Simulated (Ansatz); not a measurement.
Compare A (`CN1C=C1`) with its isomer B (`C1=NCC1`).

Calculated with Ansatz (gas phase, PBE0-D4/def2-TZVP geometries, no zero-point term in ΔE). CCSD(T)/CBS is the MP2 limit (def2-TZVPP, def2-QZVPP) plus CCSD(T) − MP2 in def2-TZVPP, frozen cores. Functionals use def2-TZVPP. B3LYP here is the variant with VWN-RPA as its local correlation; programs differ in this.

Which isomer does CCSD(T)/CBS put lower? Give the gap. (An estimate is asked.)

The calculation gave: B, by 52.0 kcal/mol.

Give E(B) − E(A) in kcal/mol with B2PLYP, B3LYP-D4, LDA (SPW92), B3LYP, r2SCAN-D4, MP2/def2-TZVPP, PBE-D4. (An estimate is asked.)

Computed: B2PLYP -52.1, B3LYP-D4 -51.5, LDA (SPW92) -52.3, B3LYP -51.5, r2SCAN-D4 -51.9, MP2/def2-TZVPP -52.5, PBE-D4 -51.0. None reverses the order clearly.

Does the order hold for the free energy at 298.15 K (harmonic terms from PBE0-D4)? (Estimate.)

Computed: Yes: G(B) − G(A) = -49.0 kcal/mol.

Largest T1 diagnostic: 0.011.

In def2-TZVPP, CCSD(T) changes the Hartree–Fock value by +3.6 kcal/mol (the triples alone add +0.8 kcal/mol) and MP2 by +4.4 kcal/mol. At CCSD(T), def2-SVP lies −2.6 kcal/mol from the extrapolated value and def2-TZVPP −1.2 kcal/mol.
